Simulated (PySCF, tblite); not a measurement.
Isomers of C4H7O (doublet state). Computed values, GFN2-xTB/tblite, gas phase, harmonic and unscaled. Against measured fundamentals such values can be off by several per cent, at times by over 20. One conformer each. Open shells enter through the occupations alone, without spin polarisation, and single modes of such species can be off by tens of per cent.

Electronic energies: B3LYP/pcH-1 single points on the GFN2-xTB geometries (PySCF, gas phase).

```tsv
SMILES	electronic energy, lowest = 0 (kcal/mol)
O[CH]C1CC1	34.7
C[CH]C(C)=O	0.0
CCC[C]=O	7.0
C=[C]CCO	41.1
[CH2][C@@H]1O[C@H]1C	38.0
```

Question: How do GFN2-xTB zero-point energies change the relative energies?

Answer: 
```json
{"SMILES": "C[CH]C(C)=O", "ZPE (kcal/mol)": "60.7", "of it from modes above 1550 cm⁻¹": "32.5", "electronic (kcal/mol)": "0.0", "with ZPE, lowest = 0 (kcal/mol)": "0.0", "lowest mode (cm⁻¹)": "82", "rings": "0"}
{"SMILES": "CCC[C]=O", "ZPE (kcal/mol)": "62.2", "of it from modes above 1550 cm⁻¹": "32.7", "electronic (kcal/mol)": "7.0", "with ZPE, lowest = 0 (kcal/mol)": "8.5", "lowest mode (cm⁻¹)": "64", "rings": "0"}
{"SMILES": "O[CH]C1CC1", "ZPE (kcal/mol)": "61.4", "of it from modes above 1550 cm⁻¹": "31.6", "electronic (kcal/mol)": "34.7", "with ZPE, lowest = 0 (kcal/mol)": "35.4", "lowest mode (cm⁻¹)": "135", "rings": "1"}
{"SMILES": "[CH2][C@@H]1O[C@H]1C", "ZPE (kcal/mol)": "60.9", "of it from modes above 1550 cm⁻¹": "30.6", "electronic (kcal/mol)": "38.0", "with ZPE, lowest = 0 (kcal/mol)": "38.2", "lowest mode (cm⁻¹)": "151", "rings": "1"}
{"SMILES": "C=[C]CCO", "ZPE (kcal/mol)": "60.2", "of it from modes above 1550 cm⁻¹": "32.6", "electronic (kcal/mol)": "41.1", "with ZPE, lowest = 0 (kcal/mol)": "40.6", "lowest mode (cm⁻¹)": "78", "rings": "0"}
```

The zero-point energies span 2.0 kcal/mol, from `C=[C]CCO` to `CCC[C]=O`. The order is unchanged.

Question: And how do the electronic energies of GFN2-xTB itself compare?

Answer: `C[CH]C(C)=O` 0.0; `CCC[C]=O` 10.7; `O[CH]C1CC1` 17.6; `[CH2][C@@H]1O[C@H]1C` 19.8; `C=[C]CCO` 39.2 kcal/mol, lowest = 0. Against the energies above, taken from the same isomer `C[CH]C(C)=O`, the largest difference is 18.2 kcal/mol.

Question: What do entropy and thermal enthalpy add at 298.15 K and 1 bar (rigid rotor, harmonic oscillator, one conformer each)?

Answer: 
```json
{"SMILES": "C[CH]C(C)=O", "point group": "Cs", "symmetry number": "1", "S (cal/(mol K))": "80.7", "H − H(0) (kcal/mol)": "4.76", "ZPE + H − H(0) − TS (kcal/mol)": "41.4"}
{"SMILES": "CCC[C]=O", "point group": "Cs", "symmetry number": "1", "S (cal/(mol K))": "79.6", "H − H(0) (kcal/mol)": "4.57", "ZPE + H − H(0) − TS (kcal/mol)": "43.1"}
{"SMILES": "O[CH]C1CC1", "point group": "Cs", "symmetry number": "1", "S (cal/(mol K))": "76.6", "H − H(0) (kcal/mol)": "4.36", "ZPE + H − H(0) − TS (kcal/mol)": "42.9"}
{"SMILES": "[CH2][C@@H]1O[C@H]1C", "point group": "C1", "symmetry number": "1", "S (cal/(mol K))": "76.0", "H − H(0) (kcal/mol)": "4.35", "ZPE + H − H(0) − TS (kcal/mol)": "42.6"}
{"SMILES": "C=[C]CCO", "point group": "C1", "symmetry number": "1", "S (cal/(mol K))": "79.8", "H − H(0) (kcal/mol)": "4.66", "ZPE + H − H(0) − TS (kcal/mol)": "41.1"}
```

S holds R ln(2S + 1) for the spin.
